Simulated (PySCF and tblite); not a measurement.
The numbers below are computed, except where a source is named.
Conformer ensemble of C₄H₆O₂, numbered as in [CH2:1]=[CH:2][C:3](=[O:4])[O:5][CH3:6]

Geometries PBE0-D3(BJ)/def2-SVP; weights from PBE0-D3(BJ)/def2-TZVP (IEF-PCM, chloroform) energies and GFN2-xTB thermal corrections, with symmetry numbers and mirror pairs. Conformers within 3 kcal/mol (GFN2-xTB free energy) were kept, 8 at most. GIAO shieldings: WP04/pcSseg-1 (IEF-PCM, chloroform). Couplings: B3LYP/pcJ-1 (gas phase; spin-dipole term only for pairs with B, N, F, Si or P). Couplings are for ¹³C, ¹H, ¹⁷O. Shifts are against TMS (¹H), TMS (¹³C) at the same level; of two unlike H on one atom, a is the less shielded. (PySCF 2.14, tblite 0.8.)

Torsions listed: C1–C2–C3–O5, O4–C3–O5–C6.

```
conformer      shape  symmetry  E(GFN2) kcal/mol  E(DFT) kcal/mol  G(298.15 K) kcal/mol  weight %  dipole D
        1  -179°, 0°        Cs              0.00             0.00                  0.00      69.5      1.99
        2     0°, 0°        Cs              0.70             0.51                  0.49      30.5      2.79
```

Weights (%) against temperature:

| T (K) | 1 | 2 | S(mix) cal/mol/K |
| --- | --- | --- | --- |
| 250 | 73.0 | 27.0 | 1.16 |
| 273.15 | 71.2 | 28.8 | 1.19 |
| 298.15 | 69.5 | 30.5 | 1.22 |
| 323.15 | 68.0 | 32.0 | 1.25 |
| 373.15 | 65.6 | 34.4 | 1.28 |

Averaged shifts at 298.15 K. ¹H: 6.66 (H1a, 1H), 6.12 (H1b, 1H), 5.97 (H2, 1H), 3.70 (H6, 3H) ppm. ¹³C: 173.8 (C3), 142.6 (C1), 135.0 (C2), 55.6 (C6) ppm.

Averaged couplings (Hz): ¹J(C1,C2) 75.3, ³J(C1,O4) -1.9, ³J(C1,O5) -3.5, ¹J(C1,H1a) 171.9, ¹J(C1,H1b) 169.9, ²J(C1,H2) 0.2, ¹J(C2,C3) 79.0, ²J(C2,O4) -3.3, ²J(C2,O5) -24.2, ²J(H1a,C2) -4.0, ²J(H1b,C2) 0.6, ¹J(C2,H2) 172.2, ⁴J(C2,H6) -0.6, ¹J(C3,O4) 29.1, ¹J(C3,O5) 33.4, ³J(H1a,C3) 8.2, ³J(H1b,C3) 14.5, ²J(H2,C3) 4.1, ³J(C3,H6) 4.4, ³J(O4,C6) -2.1, ³J(H2,O4) -1.2, ¹J(O5,C6) 20.4, ⁴J(H1b,O5) -1.1, ³J(H2,O5) -1.9, ²J(O5,H6) -6.4, ⁴J(H2,C6) 0.6, ¹J(C6,H6) 151.9, ²J(H1a,H1b) 2.5, ³J(H1a,H2) 18.8, ³J(H1b,H2) 11.5, ²J(H6,H6) -11.8.

Coordinates of conformer 1 (Å):

```xyz
12

C     2.498    0.060    0.027
C     1.319   -0.462    0.370
C     0.065    0.076   -0.209
O    -0.009    0.971   -1.013
O    -1.004   -0.568    0.279
C    -2.259   -0.134   -0.208
H     2.536    0.890   -0.685
H     3.436   -0.318    0.440
H     1.224   -1.290    1.077
H    -2.437    0.921    0.050
H    -3.013   -0.772    0.268
H    -2.312   -0.233   -1.302
```

Coordinates of conformer 2 (Å):

```xyz
12

C     1.565    1.088    1.235
C     1.362   -0.170    0.839
C     0.215   -0.609    0.011
O     0.039   -1.750   -0.337
O    -0.612    0.393   -0.313
C    -1.734    0.034   -1.098
H     0.869    1.882    0.956
H     2.430    1.355    1.849
H     2.044   -0.981    1.106
H    -2.362   -0.701   -0.572
H    -1.420   -0.406   -2.056
H    -2.298    0.957   -1.272
```

Shifts are unscaled: against experiment ¹³C can be off by 15 ppm or more and ¹H by 0.8 ppm.

Search and properties took 95 s on 1 thread of Arm Neoverse V1, on a host shared with other jobs (rough), launched as `OMP_NUM_THREADS=1 python ens_run.py task.json out`.
